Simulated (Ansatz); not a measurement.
The same path of H2O + H4Si (8 atoms, charge 0, multiplicity 1) was run twice with different band settings. Lost on the way: Si1–H2, O6–H8. Made: Si1–O6, H2–H8.

The calculation used RKS revPBE-D4/def2-SVPD (Ansatz).

Relaxed end points:

```xyz
8
Properties=species:S:1:pos:R:3
Si 0.486 0.057 -0.173
H 0.530 -0.019 1.326
H 1.902 0.041 -0.686
H -0.178 1.324 -0.618
H -0.230 -1.140 -0.729
O -2.524 0.025 0.991
H -2.889 -0.832 0.711
H -2.360 -0.085 1.943
```

```xyz
8
Properties=species:S:1:pos:R:3
Si -0.379 -0.158 -0.600
H -0.208 0.897 2.918
H 0.753 -0.910 0.046
H -0.151 1.317 -0.497
H -0.471 -0.577 -2.044
O -1.850 -0.436 0.213
H -2.173 -1.352 0.212
H -0.783 0.590 2.516
```

Common settings: spring 5.0 eV/Å²; optimiser quadratic models (default); start path through a guess of the saddle point; force threshold 0.05 eV/Å; iteration limit 60; end points relaxed.

| run | movable images | climbing image |
| --- | --- | --- |
| 1 | 7 | yes |
| 2 | 6 | no |

**Question.** What does each run give, and how far can it be trusted?

**Answer.** Run 1: converged after 30 iterations, highest image 1.619 eV above the first end. A vibrational analysis at the climbing image gives one clearly imaginary mode, 1186i cm⁻¹: a first-order saddle point.
Run 2: converged after 25 iterations, highest image 1.152 eV above the first end. No image climbed, so the highest image needn't sit at the top of the path.
The orbitals stay closed-shell, which can raise the energy where a bond breaks towards radicals; this wasn't checked here.
